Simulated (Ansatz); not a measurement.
Relaxation of BH6NS (9 atoms, charge 0, multiplicity 1), to a largest force component of 0.03 eV/Å in at most 50 steps.

All numbers below come from Ansatz, RKS PBE/6-31G*.

```xyz
9
Properties=species:S:1:pos:R:3:forces:R:3
B -0.085 -0.109 -0.073 0.14 -0.24 -0.39
H -0.067 -0.507 1.059 -0.01 -0.17 0.24
H 0.916 0.282 -0.612 -0.03 0.02 -0.03
N -1.287 -0.201 -0.782 -0.02 0.05 0.05
H -2.148 -0.556 -0.373 -0.05 -0.02 -0.01
H -1.393 0.095 -1.749 0.01 -0.01 -0.06
S -0.285 2.635 1.357 0.00 -0.16 0.21
H -1.272 2.503 0.433 0.00 -0.01 0.01
H -0.256 1.270 1.581 -0.04 0.54 -0.02
```

Q: Where does it end, and by what steps?

A: The run converged. The force dipped under the threshold on the way, but the program's further checks kept it going. After 27 steps the energy has fallen by 0.151 eV; H9 moved furthest, 1.48 Å.

| step | energy less start (eV) | largest force component (eV/Å) | accepted |
| --- | --- | --- | --- |
| 0 | 0.0000 | 0.543 | yes |
| 1 | -0.0795 | 0.350 | yes |
| 2 | -0.1006 | 0.227 | yes |
| 3 | -0.1072 | 0.117 | yes |
| 4 | -0.1119 | 0.454 | yes |
| 5 | -0.0864 | 0.755 | no |
| 6 | -0.1191 | 0.114 | yes |
| 7 | -0.1228 | 0.046 | yes |
| 8 | -0.1181 | 0.579 | no |
| 9 | -0.1255 | 0.084 | yes |
| 10 | -0.1280 | 0.111 | yes |
| 11 | -0.1262 | 0.396 | no |
| 12 | -0.1309 | 0.085 | yes |
| 13 | -0.1335 | 0.079 | yes |
| 14 | -0.1353 | 0.212 | yes |
| 15 | -0.1372 | 0.337 | yes |
| 16 | -0.1412 | 0.140 | yes |
| 17 | -0.1439 | 0.018 | yes |
| 18 | -0.1459 | 0.193 | yes |
| 19 | -0.1483 | 0.076 | yes |
| 20 | -0.1492 | 0.035 | yes |
| 21 | -0.1502 | 0.030 | yes |
| 22 | -0.1498 | 0.138 | no |
| 23 | -0.1508 | 0.039 | yes |
| 24 | -0.1510 | 0.063 | yes |
| 25 | -0.1512 | 0.045 | yes |
| 26 | -0.1511 | 0.060 | no |
| 27 | -0.1513 | 0.015 | yes |

```xyz
9
Properties=species:S:1:pos:R:3
B 0.054 -0.624 -0.432
H 0.203 -1.150 0.643
H 0.934 -0.560 -1.254
N -1.190 -0.051 -0.731
H -1.996 -0.100 -0.109
H -1.405 0.380 -1.629
S -1.170 3.029 1.395
H -0.853 2.009 0.548
H -0.455 2.479 2.411
```

Whether the end is a true minimum wasn't checked by a vibrational analysis.

The run took 31 s on 1 thread of Intel(R) Xeon(R) Platinum 8488C (Sapphire Rapids) (shared host), peak memory 0.14 GiB.
